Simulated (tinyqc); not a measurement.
Worked calculation: RHF in the sto-3g basis, for LiH, spin multiplicity 1. One step of it, computed by the program tinyqc.

Task: Orthogonalisation. S = U s U^T; symmetric (Loewdin) form X = U s^(-1/2) U^T, so that X^T S X = 1.

overlap S, lower triangle:
```
           1Li 1s    1Li 2s   1Li 2px   1Li 2py   1Li 2pz     2H 1s
1Li 1s   1.000000
1Li 2s   0.241137  1.000000
1Li 2px  0.000000  0.000000  1.000000
1Li 2py  0.000000  0.000000  0.000000  1.000000
1Li 2pz  0.000000  0.000000  0.000000  0.000000  1.000000
2H 1s    0.052985  0.368901  0.000000  0.000000  0.491545  1.000000
```

Give: eigenvalues of S; X.

Result:

eigenvalues of S: 0.3777  0.8001  1.0000  1.0000  1.1743  1.6479

X, lower triangle:
```
          1Li 1s   1Li 2s  1Li 2px  1Li 2py  1Li 2pz   2H 1s
1Li 1s    1.0232
1Li 2s   -0.1300   1.0968
1Li 2px   0.0000   0.0000   1.0000
1Li 2py   0.0000   0.0000   0.0000   1.0000
1Li 2pz  -0.0063   0.0971   0.0000   0.0000   1.1274
2H 1s     0.0121  -0.2506   0.0000   0.0000  -0.3297  1.1995
```
